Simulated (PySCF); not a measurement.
Compound: C₄H₄F₂.
Cartesian coordinates in Å at the PBE0-D3(BJ)/def2-SVP level; atoms count from 1:
```
atom  x, y, z in Å
F1    -2.1372    1.1942    0.0758
C2    -1.4860   -0.0053    0.0196
C3    -0.0260    0.1669    0.0002
C4     1.0910    0.8117   -0.0117
F5     1.7180    1.9558   -0.0052
C6     1.2862   -0.6422   -0.0286
H7    -1.7761   -0.6181    0.8931
H8    -1.8079   -0.5507   -0.8871
H9     1.6081   -1.1762    0.8822
H10    1.5795   -1.1575   -0.9596
```

Method: PySCF, TDDFT PBE0/def2-SVPD, vertical, gas phase, core orbitals frozen in the response.

Ground-to-excited transition dipoles (e·a0, same axes as the geometry; the sign carries no meaning), for the states with f of 0.002 or more among the lowest 10:

```csv
state,E (eV),μx,μy,μz
S2,6.870,0.771,0.247,-0.050
S3,6.933,-0.357,-0.121,-0.078
S4,7.502,0.017,-0.007,0.425
S5,7.783,-0.002,-0.012,0.124
S6,8.188,0.002,-0.014,0.276
S8,8.473,-0.433,-0.496,-0.001
S10,8.613,0.004,-0.360,-0.009
```

Q: Work out the oscillator strengths.

A: f = (2/3) ΔE |μ|² with ΔE in hartree (27.2114 eV).

```csv
state,|μ|² (au),|μ| (D),f
S2,0.659,2.06,0.111
S3,0.148,0.98,0.025
S4,0.181,1.08,0.033
S5,0.015,0.32,0.003
S6,0.076,0.70,0.015
S8,0.434,1.67,0.090
S10,0.129,0.91,0.027
```

Q: What angle do the transition dipoles of S4 and S10 make?

A: |cos θ| = |μa·μb| / (|μa| |μb|) = 0.01, so θ ≈ 89° (taken between 0 and 90°, since the signs are arbitrary).

Q: How is the summed strength of these states shared among x, y and z?

A: (2/3) Σ ΔE μα² gives 0.161 for x, 0.091 for y and 0.053 for z, 0.305 in all.

Q: What peak molar absorption coefficient would the strongest computed level give as a lone Gaussian band 0.3 eV wide at half height?

A: ε(max) = 2.175×10⁸ f / FWHM, with the width in cm⁻¹. S2: 2.175×10⁸ × 0.1108 / 2420 ≈ 10000 L mol⁻¹ cm⁻¹.

The vertical ionisation energy (ΔSCF) is 9.53 eV, 0.91 eV above S10.

One conformer stands for the species.
